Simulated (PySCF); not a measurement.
Rotational lines of SiS

Lines J+1 ← J of the vibrational ground state, computed from RHF-CCSD(T) constants of SiS, ¹Σ⁺ (singlet), closed shell (PySCF, spin-free X2C with a Gaussian nucleus, basis sets Si x2c-SVPall, S x2c-SVPall; masses 27.9769 and 31.9721 u), in MHz:

```
J  ν (MHz)
0  17750.1
1  35500.0
2  53249.7
3  70999.0
4  88747.8
```

Q: Find B0 and the effective bond length r0; with αe = 0.00142 cm⁻¹, find Re.

A: ν = 2B0(J+1) − 4D(J+1)³ gives B0 = 0.29604 cm⁻¹. With the reduced mass μred = 14.921 u, r0 = √(16.8576/(μred·B0)) (u, cm⁻¹, Å) = 1.9536 Å. Be = B0 + αe/2 = 0.29675 cm⁻¹ gives Re = 1.951 Å.

Correlated steps freeze 10 core orbitals. Correlated levels converge slowly with the basis: in double zeta they bind strong bonds too weakly, by up to about 1 eV, and carry superposition errors of some tenths. Where the molecule has an RHF reference, its open-shell atoms are computed with UHF. The CCSD T1 diagnostic is raised, a sign that a single reference may not be enough here.
